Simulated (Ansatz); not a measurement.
This script for the Python package of Ansatz (0.2.0) starts 5 runs on CH2ClF, SMILES FCCl. What input does the engine get in each?

`relaxed_scan_ch2clf.py`
```python
import warnings

import ansatz as az
import numpy as np

warnings.simplefilter("ignore", az.DeckWarning)

geometry_ang = [
    ("F", [-0.9536, 0.5119, 0.7304]),
    ("C", [0.0713, 0.0717, 0.0482]),
    ("Cl", [-0.456, -1.2475, -1.0202]),
    ("H", [0.8802, -0.2809, 0.7699]),
    ("H", [0.5081, 0.8712, -0.5698]),
]
molecule = az.Crystal.molecule()
for symbol, xyz in geometry_ang:
    molecule = molecule.atom(symbol, xyz)

job = molecule.calculation().basis(gaussian="def2-SVP").functional("b3lyp")
symbols = [site.symbol for site in molecule.cartesian_sites]
pairs = [(0, 1), (1, 2), (1, 3), (1, 4)]
print("held (A)   E (eV)        ", "  ".join(f"{symbols[i]}{i}-{symbols[j]}{j}" for i, j in pairs))
for length in [1.2, 1.31, 1.41, 1.57, 1.77]:
    report = job.relax(constraints=[az.DistanceConstraint((0, 1), at=length)], force_tolerance=0.02, max_steps=60).run(threads=1).report
    xyz = np.array(report["positions_ang"])
    print(f"{length:6.2f} {report['free_energy_ev']:14.5f}  ", "  ".join(f"{np.linalg.norm(xyz[i] - xyz[j]):.3f}" for i, j in pairs))
```

Run 1:
```yaml
crystal:
  periodic: [false, false, false]
  atoms:
    - { symbol: F, position_ang: [-0.9536, 0.5119, 0.7304] }
    - { symbol: C, position_ang: [0.0713, 0.0717, 0.0482] }
    - { symbol: Cl, position_ang: [-0.456, -1.2475, -1.0202] }
    - { symbol: H, position_ang: [0.8802, -0.2809, 0.7699] }
    - { symbol: H, position_ang: [0.5081, 0.8712, -0.5698] }
basis:
  gaussian:
    orbitals: def2-SVP
hamiltonian:
  xc: b3lyp
relax:
  f_tol: 0.02
  max_steps: 60
  constraints:
    - { distance: [0, 1], at: 1.2 }
```

Run 2, against run 1:
```diff
-    - { distance: [0, 1], at: 1.2 }
+    - { distance: [0, 1], at: 1.31 }
```

Run 3, against run 1:
```diff
-    - { distance: [0, 1], at: 1.2 }
+    - { distance: [0, 1], at: 1.41 }
```

Run 4, against run 1:
```diff
-    - { distance: [0, 1], at: 1.2 }
+    - { distance: [0, 1], at: 1.57 }
```

Run 5, against run 1:
```diff
-    - { distance: [0, 1], at: 1.2 }
+    - { distance: [0, 1], at: 1.77 }
```

```console
$ python relaxed_scan_ch2clf.py
held (A)   E (eV)         F0-C1  C1-Cl2  C1-H3  C1-H4
  1.20   -16301.74426   1.200  1.843  1.107  1.107
  1.31   -16302.28464   1.310  1.804  1.102  1.102
  1.41   -16302.26803   1.410  1.776  1.098  1.098
  1.57   -16301.78828   1.570  1.744  1.095  1.095
  1.77   -16300.94589   1.770  1.713  1.092  1.092
```

What to keep in mind:
- These settings explore the input space; basis and method may be short of convergence.
- The energies are electronic: no zero-point or thermal terms, and the basis set is short of its limit.
- b3lyp holds the VWN-RPA fit, as in Gaussian; the form of ORCA and Turbomole is b3lyp5.
- The script silences the warnings on its input, which a real study should read.
- Wall time of the script: 48 s on 1 thread of Intel(R) Xeon(R) Platinum 8259CL CPU @ 2.50GHz (Skylake/Cascade Lake) (shared host), peak memory 0.21 GiB.

(Lines on the test bed's own set-up are left out of the output.)
